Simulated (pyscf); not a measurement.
Br–SiH₂–Br (SMILES Br[SiH2]Br) + H• (SMILES [H]) -> Br–SiH•–Br (SMILES Br[SiH]Br) + H₂ (SMILES [H][H]) (hydrogen abstraction; doublet surface; H–Si broken, H–H formed). Single points on ωB97X-D3(BJ)/def2-SVP structures (PySCF, gas phase). Rate constants from transition-state theory, ωB97M-D3(BJ)/def2-TZVP energies (ideal gas, 1 atm, RRHO with modes under 100 cm⁻¹ raised to 100, one conformer, R ln 2 for chiral ones without a mode under 150 cm⁻¹; no tunnelling), k in cm³ molecule⁻¹ s⁻¹.

| T (K) | 1000/T | log10 k |
|---|---|---|
| 298 | 3.354 | -12.94 |
| 600 | 1.667 | -11.31 |
| 900 | 1.111 | -10.64 |
| 1200 | 0.833 | ? |

**Question.** Fit an Arrhenius line to the three values, give the activation energy, and predict k at 1200 K.

**Answer.** Least squares gives log10 k = -9.56 − 1.01 × 1000/T, so Ea = 1.01 × ln 10 × 1.987 = 4.6 kcal/mol, against an electronic barrier of 4.4. At 1200 K the line gives -10.40; the computed value is -10.24 (ΔG‡ = 26.7 kcal/mol), a factor 1.5 over the line, since the plot is curved. One saddle was located; it need not be the lowest between these sides. The angle at the transferred H is 178°. Elements up to Kr have no core potential and no relativistic terms here.
